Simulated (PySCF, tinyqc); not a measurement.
CIS on RHF in the sto-3g basis, for LiH, spin multiplicity 1, step by step. The lowest restricted solution is unstable here: a spin-polarised one lies 0.0090 hartree lower (PySCF). One step of it, computed by the program tinyqc.

Problem. CIS matrix, triplets. A(ia,jb) = (e_a - e_i) d_ij d_ab - (ij|ab).

orbital energies (hartree): MO1 -2.369963, MO2 -0.227437, MO3 0.069088, MO4 0.159256, MO5 0.159256, MO6 0.364572

Two-electron integrals over orbitals (pq|rs), unique and non-zero (hartree):
```
(11|11) 1.659383    (21|11) -0.097749   (21|21) 0.009924    (22|11) 0.305578
(22|21) 0.002284    (22|22) 0.443064    (31|11) -0.142194   (31|21) 0.010687
(31|22) -0.010504   (31|31) 0.022035    (32|11) 0.032206    (32|21) -0.002516
(32|22) -0.062842   (32|31) -0.000325   (32|32) 0.024679    (33|11) 0.389234
(33|21) -0.008536   (33|22) 0.212305    (33|31) 0.000689    (33|32) 0.015993
(33|33) 0.325168    (41|41) 0.009803    (42|41) 0.007275    (42|42) 0.020974
(43|41) 0.010411    (43|42) 0.020730    (43|43) 0.041391    (44|11) 0.396343
(44|21) -0.003531   (44|22) 0.239804    (44|31) -0.005072   (44|32) 0.016113
(44|33) 0.278631    (44|44) 0.312946    (51|51) 0.009803    (52|51) 0.007275
(52|52) 0.020974    (53|51) 0.010411    (53|52) 0.020730    (53|53) 0.041391
(54|54) 0.016869    (55|11) 0.396343    (55|21) -0.003531   (55|22) 0.239804
(55|31) -0.005072   (55|32) 0.016113    (55|33) 0.278631    (55|44) 0.279207
(55|55) 0.312946    (61|11) 0.067694    (61|21) -0.008934   (61|22) -0.007188
(61|31) -0.004409   (61|32) 0.002841    (61|33) 0.011662    (61|44) 0.001625
(61|55) 0.001625    (61|61) 0.010665    (62|11) -0.083891   (62|21) 0.001192
(62|22) 0.105567    (62|31) 0.004479    (62|32) -0.047919   (62|33) -0.017895
(62|44) -0.040136   (62|55) -0.040136   (62|61) 0.001283    (62|62) 0.131705
(63|11) 0.025651    (63|21) -0.002162   (63|22) -0.060654   (63|31) 0.003927
(63|32) 0.020473    (63|33) 0.037005    (63|44) 0.009753    (63|55) 0.009753
(63|61) 0.004596    (63|62) -0.041683   (63|63) 0.033659    (64|41) -0.005657
(64|42) -0.018000   (64|43) -0.011363   (64|64) 0.018867    (65|51) -0.005657
(65|52) -0.018000   (65|53) -0.011363   (65|65) 0.018867    (66|11) 0.349177
(66|21) 0.000537    (66|22) 0.413655    (66|31) -0.010416   (66|32) -0.050312
(66|33) 0.238957    (66|44) 0.256095    (66|55) 0.256095    (66|61) -0.005250
(66|62) 0.089974    (66|63) -0.047045   (66|66) 0.407643
```

Give: CIS matrix A, triplet.

Solution.

CIS matrix A, triplet (hartree):
```
        1>3    1>4    1>5     1>6    2>3    2>4    2>5     2>6
1>3   2.050  0.000  0.000  -0.026  0.009  0.000  0.000   0.002
1>4   0.000  2.133  0.000   0.000  0.000  0.004  0.000   0.000
1>5   0.000  0.000  2.133   0.000  0.000  0.000  0.004   0.000
1>6  -0.026  0.000  0.000   2.385  0.002  0.000  0.000  -0.001
2>3   0.009  0.000  0.000   0.002  0.084  0.000  0.000   0.061
2>4   0.000  0.004  0.000   0.000  0.000  0.147  0.000   0.000
2>5   0.000  0.000  0.004   0.000  0.000  0.000  0.147   0.000
2>6   0.002  0.000  0.000  -0.001  0.061  0.000  0.000   0.178
```
